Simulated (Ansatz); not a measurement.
## CsYCdSe3 (Cmcm, No. 63)

Computed with HSE06+SOC (Ansatz, a first-principles code, plane waves, PAW).

Numerical settings: plane-wave cutoff 460 eV, 6×6×2 k mesh (along the axes of the cell as run), Fermi–Dirac smearing 0.01 eV, PAW data made under PBE.

Cell (measured lattice):

```xyz
12
Lattice="2.1193 -7.9095 0.0000 2.1193 7.9095 0.0000 0.0000 0.0000 11.0639" Properties=species:S:1:pos:R:3 pbc="T T T"
Cs     2.1193     3.8344     2.7660
Cs     2.1193    -3.8344     8.2979
Y      0.0000     0.0000     0.0000
Y      0.0000     0.0000     5.5320
Cd     2.1193    -0.6698     2.7660
Cd     2.1193     0.6698     8.2979
Se     2.1193    -1.9043     0.4986
Se     2.1193     1.9043     6.0306
Se     2.1193     1.9043    10.5653
Se     2.1193    -1.9043     5.0333
Se     2.1193    -6.9729     2.7660
Se     2.1193     6.9729     8.2979
```

| Property | Result |
|---|---|
| band gap | 3.04 eV (on the SCF k mesh) |
| smallest direct gap on the k points sampled | 3.05 eV |

Note: cell and atoms aren't relaxed at this level (largest force component 0.08 eV/Å, pressure 1.2 GPa).
